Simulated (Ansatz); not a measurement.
Worked example: correlation energy of O–PH–O, singlet

Geometry: displaced at random from a stationary point.

```xyz
4

P    -0.0107   -0.2634    0.0166
O    -0.0115    0.2785   -1.3341
O     0.0364    0.3378    1.3024
H    -0.0663   -1.6888   -0.0074
```

Basis cc-pVDZ; Ansatz 0.2.0. Only valence electrons are correlated (noble-gas cores frozen), which leaves 18 electrons in 44 orbitals. R marks a restricted (for open shells ROHF) determinant.

Full CI isn't at hand for all of this; RCCSDT(Q) serves as the reference, and is uncertain by about the last step of the cluster series.

Runs differ by some tens of microhartree through their thresholds, so steps under 0.03 kcal/mol mean nothing.

```
    level  total energy (hartree)
      RHF             -491.030366
     RMP2             -491.520879
    RCCSD             -491.526482
 RCCSD(T)             -491.542913
   RCCSDT             -491.543564
RCCSDT(Q)             -491.545920
```

Question: What is the correlation energy at RCCSDT(Q), and what share of it do RMP2 and RCCSD(T) recover?

Answer: E(corr) = -491.545920 − (-491.030366) = -0.515554 hartree = -14.029 eV. RMP2: -0.490513 / -0.515554 = 95.14 %. RCCSD(T): -0.512547 / -0.515554 = 99.42 %.

Question: By how many kcal/mol does RCCSD(T) miss RCCSDT(Q) (1 hartree = 627.509 kcal/mol), and which steps make up the rest?

Answer: -491.542913 − (-491.545920) = 0.003007 hartree = 1.89 kcal/mol. Steps: RCCSDT − RCCSD(T) = -0.41, RCCSDT(Q) − RCCSDT = -1.48 kcal/mol. Differences between like states or geometries often cancel part of this.
